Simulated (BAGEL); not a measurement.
# One shape, several levels: triplet C2H6Si

Wanted: a comparison of 4 runs (ROHF/6-31G*, UHF/6-31G*, ROHF/6-311+G**, UHF/6-311+G**) of triplet C2H6Si. 

The calculation is run with BAGEL 1.2.2.

2 further runs of the same task are left out: 2 set aside as unsound or not needed.

**1. The system as given**

C2H6Si has 9 atoms, charge 0, and is taken as a triplet. As SMILES of the parent species, `C[Si]C`. The shape is that of a GFN2-xTB optimisation. That shape belongs to the parent species and isn't relaxed for this state.

Bond lengths: Si1–C2 1.926 Å, Si1–C6 1.926 Å, C2–H3 1.091 Å, C2–H4 1.091 Å, C2–H5 1.088 Å, C6–H7 1.091 Å, C6–H8 1.091 Å, C6–H9 1.088 Å. Some angles: C2–Si1–C6 98.8°, Si1–C2–H3 111.3°, Si1–C2–H4 111.6°, Si1–C2–H5 111.8°, Si1–C6–H7 111.2°, Si1–C6–H8 111.7°, Si1–C6–H9 111.7°, H3–C2–H4 107.4°, H3–C2–H5 107.2°, H4–C2–H5 107.3°.

**2. The energy at ROHF/6-31G(d) (density fitting with qzvpp-jkfit, spherical functions) (run 1)**

hf.json

```json
{ "bagel": [

{
  "title": "molecule",
  "basis": "6-31gs.json",
  "df_basis": "qzvpp-jkfit",
  "angstrom": true,
  "geometry": [
    { "atom": "Si", "xyz": [   -0.001340,    0.011450,   -1.288740 ] },
    { "atom": "C", "xyz": [    1.461870,   -0.015910,   -0.036860 ] },
    { "atom": "H", "xyz": [    1.445300,   -0.920370,    0.572300 ] },
    { "atom": "H", "xyz": [    1.423980,    0.836260,    0.642740 ] },
    { "atom": "H", "xyz": [    2.425990,    0.015410,   -0.541030 ] },
    { "atom": "C", "xyz": [   -1.461920,    0.015870,   -0.033360 ] },
    { "atom": "H", "xyz": [   -1.455220,    0.919550,    0.577050 ] },
    { "atom": "H", "xyz": [   -1.412680,   -0.836710,    0.644780 ] },
    { "atom": "H", "xyz": [   -2.425970,   -0.025560,   -0.536870 ] }
  ]
},
{
  "title": "rohf",
  "nopen": 2
},
{
  "title": "print",
  "file": "orbitals.molden",
  "orbitals": true
}

]}
```

The basis set 6-31G* is read from a file made from the Basis Set Exchange's data (not shown).

Launch:

```bash
$ BAGEL_NUM_THREADS=1 BAGEL hf.json > hf.out
```

Standard output:

```text
* using 1 threads per process

  ===============================================================
  ===============================================================

  *** Geometry ***

  { "atom" : "Si", "xyz" : [     -0.002532,      0.021637,     -2.435366 ] },
  { "atom" : "C", "xyz" : [      2.762534,     -0.030066,     -0.069655 ] },
  { "atom" : "H", "xyz" : [      2.731221,     -1.739247,      1.081490 ] },
  { "atom" : "H", "xyz" : [      2.690932,      1.580302,      1.214603 ] },
  { "atom" : "H", "xyz" : [      4.584457,      0.029121,     -1.022399 ] },
  { "atom" : "C", "xyz" : [     -2.762628,      0.029990,     -0.063041 ] },
  { "atom" : "H", "xyz" : [     -2.749967,      1.737698,      1.090466 ] },
  { "atom" : "H", "xyz" : [     -2.669578,     -1.581153,      1.218458 ] },
  { "atom" : "H", "xyz" : [     -4.584419,     -0.048301,     -1.014537 ] },

  Number of auxiliary basis functions:      386

  Since a DF basis is specified, we compute 2- and 3-index integrals:
    o Being stored without compression. Storage requirement is 0.010 GB

  Number of basis functions:       58
  Number of electrons      :       32

    * METHOD: MOLECULE                             0.14

  *** Open-shell HF ***

  === Nuclear Repulsion ===
    96.5117842243

      * DIIS with orbital gradients will be used.

  === ROHF iteration (6-31gs.json) ===
      0       -367.94938735          0.03358685           0.05
      1       -368.04283558          0.01410023           0.05
      2       -368.05972957          0.00657678           0.05
      3       -368.06407865          0.00168858           0.05
      4       -368.06494666          0.00045587           0.05
      5       -368.06510807          0.00008488           0.05
      6       -368.06514607          0.00002509           0.05
      7       -368.06515017          0.00000952           0.05
      8       -368.06515116          0.00000177           0.05
      9       -368.06515201          0.00000040           0.05
     10       -368.06515214          0.00000012           0.05
     11       -368.06515214          0.00000004           0.05
     12       -368.06515215          0.00000002           0.05
     13       -368.06515215          0.00000001           0.05
    * SCF iteration converged.

    * S^2 (ROHF) is 2.0000

    * Permanent dipole moment:
           (    0.000157,    -0.001626,     0.023304) a.u.

    * METHOD: ROHF                                 0.79

    * METHOD: PRINT                                0.01

  ===============================================================
```

Run time: 1.1 s. Hardware: 1 thread of Arm Neoverse V1, shared host.

**3. A single-point energy at UHF/6-31G(d) (density fitting with qzvpp-jkfit, spherical functions) (run 2)**

input.json

```json
{ "bagel": [

{
  "title": "molecule",
  "basis": "6-31gs.json",
  "df_basis": "qzvpp-jkfit",
  "angstrom": true,
  "geometry": [
    { "atom": "Si", "xyz": [   -0.001340,    0.011450,   -1.288740 ] },
    { "atom": "C", "xyz": [    1.461870,   -0.015910,   -0.036860 ] },
    { "atom": "H", "xyz": [    1.445300,   -0.920370,    0.572300 ] },
    { "atom": "H", "xyz": [    1.423980,    0.836260,    0.642740 ] },
    { "atom": "H", "xyz": [    2.425990,    0.015410,   -0.541030 ] },
    { "atom": "C", "xyz": [   -1.461920,    0.015870,   -0.033360 ] },
    { "atom": "H", "xyz": [   -1.455220,    0.919550,    0.577050 ] },
    { "atom": "H", "xyz": [   -1.412680,   -0.836710,    0.644780 ] },
    { "atom": "H", "xyz": [   -2.425970,   -0.025560,   -0.536870 ] }
  ]
},
{ "title": "uhf", "nopen": 2 },
{ "title": "print", "file": "orbitals.molden", "orbitals": true }

]}
```

The basis set 6-31G* is read from a file made from the Basis Set Exchange's data (not shown).

Launch:

```bash
$ BAGEL_NUM_THREADS=1 BAGEL input.json > input.out
```

Standard output:

```text
* using 1 threads per process

  ===============================================================
  ===============================================================

  *** Geometry ***

  { "atom" : "Si", "xyz" : [     -0.002532,      0.021637,     -2.435366 ] },
  { "atom" : "C", "xyz" : [      2.762534,     -0.030066,     -0.069655 ] },
  { "atom" : "H", "xyz" : [      2.731221,     -1.739247,      1.081490 ] },
  { "atom" : "H", "xyz" : [      2.690932,      1.580302,      1.214603 ] },
  { "atom" : "H", "xyz" : [      4.584457,      0.029121,     -1.022399 ] },
  { "atom" : "C", "xyz" : [     -2.762628,      0.029990,     -0.063041 ] },
  { "atom" : "H", "xyz" : [     -2.749967,      1.737698,      1.090466 ] },
  { "atom" : "H", "xyz" : [     -2.669578,     -1.581153,      1.218458 ] },
  { "atom" : "H", "xyz" : [     -4.584419,     -0.048301,     -1.014537 ] },

  Number of auxiliary basis functions:      386

  Since a DF basis is specified, we compute 2- and 3-index integrals:
    o Being stored without compression. Storage requirement is 0.010 GB

  Number of basis functions:       58
  Number of electrons      :       32

    * METHOD: MOLECULE                             0.13

  *** Open-shell HF ***

  === Nuclear Repulsion ===
    96.5117842243

      * DIIS with orbital gradients will be used.

  === UHF iteration (6-31gs.json) ===
      0       -367.94938735          0.03358685           0.05
      1       -368.04554761          0.01389285           0.05
      2       -368.06178842          0.00640631           0.05
      3       -368.06556009          0.00154454           0.05
      4       -368.06642034          0.00046789           0.05
      5       -368.06659116          0.00012568           0.05
      6       -368.06661933          0.00004222           0.05
      7       -368.06662774          0.00001988           0.05
      8       -368.06663084          0.00000714           0.05
      9       -368.06663128          0.00000239           0.05
     10       -368.06663131          0.00000069           0.05
     11       -368.06663131          0.00000032           0.05
     12       -368.06663132          0.00000016           0.05
     13       -368.06663132          0.00000005           0.05
     14       -368.06663132          0.00000002           0.05
     15       -368.06663132          0.00000001           0.05
    * SCF iteration converged.

    * S^2 (UHF) is 2.0037

    * Permanent dipole moment:
           (    0.000147,    -0.001554,     0.015845) a.u.

    * METHOD: UHF                                  0.87

    * METHOD: PRINT                                0.01

  ===============================================================
```

Run time: 1.1 s. Hardware: 1 thread of Arm Neoverse V1, shared host.

Run 3 isn't shown in full; the table further down has it.

**4. A single-point energy at UHF/6-311+G(d,p) (density fitting with qzvpp-jkfit) (run 4)**

job.json

```json
{ "bagel": [

{
  "title": "molecule",
  "basis": "6-311+gss.json",
  "df_basis": "qzvpp-jkfit",
  "angstrom": "true",
  "geometry": [
    { "atom": "Si", "xyz": [   -0.001340,    0.011450,   -1.288740 ] },
    { "atom": "C", "xyz": [    1.461870,   -0.015910,   -0.036860 ] },
    { "atom": "H", "xyz": [    1.445300,   -0.920370,    0.572300 ] },
    { "atom": "H", "xyz": [    1.423980,    0.836260,    0.642740 ] },
    { "atom": "H", "xyz": [    2.425990,    0.015410,   -0.541030 ] },
    { "atom": "C", "xyz": [   -1.461920,    0.015870,   -0.033360 ] },
    { "atom": "H", "xyz": [   -1.455220,    0.919550,    0.577050 ] },
    { "atom": "H", "xyz": [   -1.412680,   -0.836710,    0.644780 ] },
    { "atom": "H", "xyz": [   -2.425970,   -0.025560,   -0.536870 ] }
  ]
},
{ "title": "uhf", "nopen": 2 },
{ "title": "print", "file": "orbitals.molden", "orbitals": "true" }

]}
```

The basis set 6-311+G** is read from a file made from the Basis Set Exchange's data (not shown).

Launch:

```bash
$ BAGEL_NUM_THREADS=1 BAGEL job.json > job.out
```

Standard output:

```text
* using 1 threads per process

  ===============================================================
  ===============================================================

  *** Geometry ***

  { "atom" : "Si", "xyz" : [     -0.002532,      0.021637,     -2.435366 ] },
  { "atom" : "C", "xyz" : [      2.762534,     -0.030066,     -0.069655 ] },
  { "atom" : "H", "xyz" : [      2.731221,     -1.739247,      1.081490 ] },
  { "atom" : "H", "xyz" : [      2.690932,      1.580302,      1.214603 ] },
  { "atom" : "H", "xyz" : [      4.584457,      0.029121,     -1.022399 ] },
  { "atom" : "C", "xyz" : [     -2.762628,      0.029990,     -0.063041 ] },
  { "atom" : "H", "xyz" : [     -2.749967,      1.737698,      1.090466 ] },
  { "atom" : "H", "xyz" : [     -2.669578,     -1.581153,      1.218458 ] },
  { "atom" : "H", "xyz" : [     -4.584419,     -0.048301,     -1.014537 ] },

  Number of auxiliary basis functions:      386

  Since a DF basis is specified, we compute 2- and 3-index integrals:
    o Being stored without compression. Storage requirement is 0.037 GB

  Number of basis functions:      110
  Number of electrons      :       32

    * METHOD: MOLECULE                             0.19

  *** Open-shell HF ***

  === Nuclear Repulsion ===
    96.5117842243

      * DIIS with orbital gradients will be used.

  === UHF iteration (6-311+gss.json) ===
      0       -367.82440680          0.04950495           0.12
      1       -368.04394166          0.02610500           0.12
      2       -368.09564149          0.01268057           0.11
      3       -368.11103800          0.00161098           0.11
      4       -368.11242804          0.00046676           0.12
      5       -368.11265871          0.00016177           0.12
      6       -368.11271749          0.00005234           0.11
      7       -368.11273186          0.00002187           0.11
      8       -368.11273645          0.00000857           0.11
      9       -368.11273735          0.00000369           0.11
     10       -368.11273748          0.00000119           0.12
     11       -368.11273750          0.00000043           0.11
     12       -368.11273751          0.00000018           0.12
     13       -368.11273751          0.00000010           0.12
     14       -368.11273751          0.00000005           0.12
     15       -368.11273751          0.00000003           0.12
     16       -368.11273751          0.00000002           0.12
     17       -368.11273751          0.00000001           0.11
    * SCF iteration converged.

    * S^2 (UHF) is 2.0040

    * Permanent dipole moment:
           (    0.000098,    -0.001380,     0.005672) a.u.

    * METHOD: UHF                                  2.23

    * METHOD: PRINT                                0.03

  ===============================================================
```

Wall time 2.6 s (1 thread of Arm Neoverse V1, shared host); peak memory 0.12 GiB.

**5. The series**

```
run                                                                level  energy (Eh)  dipole moment (D)   ⟨S²⟩  wall time
  1  ROHF/6-31G* (density fitting with qzvpp-jkfit, spherical functions)  -368.065152               0.06  2.000      1.1 s
  2   UHF/6-31G* (density fitting with qzvpp-jkfit, spherical functions)  -368.066631               0.04  2.004      1.1 s
  3                    ROHF/6-311+G** (density fitting with qzvpp-jkfit)  -368.111131               0.03  2.000      2.3 s
  4                     UHF/6-311+G** (density fitting with qzvpp-jkfit)  -368.112738               0.01  2.004      2.6 s
```

**6. Outcome**

| quantity | value |
| --- | --- |
| run 4: total energy | -368.11274 Eh |
| run 4: dipole moment | 0.01 D |
| run 4: ⟨S²⟩ | 2.004 |

In words: The dipole moment (its size) runs from 0.01 D (UHF/6-311+G**) to 0.06 D (ROHF/6-31G*). The two ends differ in method and basis. All runs together took 7.1 s, the longest 2.6 s.
